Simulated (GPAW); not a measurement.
**C3H2FN (SMILES N#C/C=C/F): PBE/plane waves (scalar-relativistic datasets)**

Wanted: the atomisation energy of C3H2FN. The job is set up through an ASE script.

The results are computed with GPAW 26.7.0.

1 further run of the same task is left out (it didn't finish). Runs told in other sessions of the task aren't counted.

## 1. The molecule

C3H2FN: 7 atoms, total charge 0, spin state singlet. As SMILES, `N#C/C=C/F`. The shape is that of a GFN2-xTB optimisation.

Bond lengths: N1–C2 1.146 Å, C2–C3 1.407 Å, C3–C4 1.328 Å, C4–F5 1.330 Å, C3–H6 1.082 Å, C4–H7 1.081 Å. Angles: N1–C2–C3 178.8°, C2–C3–C4 121.7°, C3–C4–F5 121.5°, C2–C3–H6 116.8°, C4–C3–H6 121.5°, C3–C4–H7 125.7°, F5–C4–H7 112.8°.

## 2. The atomisation energy at PBE/plane waves (scalar-relativistic datasets)

Input file molecule.xyz:

```xyz
7

N      0.657710    -2.072820     1.309430
C      0.371380    -1.041380     0.901080
C      0.023120     0.237070     0.426870
C     -0.241820     0.458450    -0.855550
F     -0.570030     1.669230    -1.297890
H     -0.017750     1.033360     1.157570
H     -0.222620    -0.283910    -1.641520
```

Input file molecule.py:

```python
from ase import Atoms
from ase.io import read
from gpaw import GPAW, PW

# Set up the molecule
mol = read('molecule.xyz')
mol.center(vacuum=4.5)

# Calculator
calc = GPAW(mode=PW(400), xc='PBE', maxiter=100, symmetry='off', txt='-')
mol.calc = calc

e = mol.get_potential_energy()
e_mol = {'PBE': e}

# Free atoms in the same box, Hund's rule
e_atom = {}
for symbol in sorted(set(mol.symbols)):
    atom = Atoms(symbol, cell=mol.cell, pbc=mol.pbc)
    atom.center()
    atom.calc = GPAW(mode={'name': 'pw', 'ecut': 400},
                     xc='PBE',
                     maxiter=150,
                     symmetry='off',
                     hund=True,
                     txt=f'{symbol}_atom.txt')
    e = atom.get_potential_energy()
    e_atom[symbol] = {'PBE': e}

atomisation = {xc: sum(e_atom[x][xc] for x in mol.symbols) - e_mol[xc] for xc in e_mol}
for xc, de in atomisation.items():
    print(f'{xc:32} {de:9.3f} eV')
```

Started as:

```
python molecule.py > molecule.log
```

Q: Predict the results. Wanted: energy as printed; dipole moment; HOMO energy; LUMO energy; HOMO–LUMO gap; atomisation energy.

Computed results:

At PBE/plane waves (scalar-relativistic datasets):

| quantity | value |
| --- | --- |
| energy as printed (from the program's reference atoms) | -41.8834 eV |
| dipole moment | 2.85 D |
| HOMO energy (shifted to the vacuum level, unlike the log) | -7.17 eV |
| LUMO energy (shifted to the vacuum level, unlike the log) | -2.60 eV |
| HOMO–LUMO gap | 4.57 eV |
| atomisation energy (program's own) | 34.78 eV |
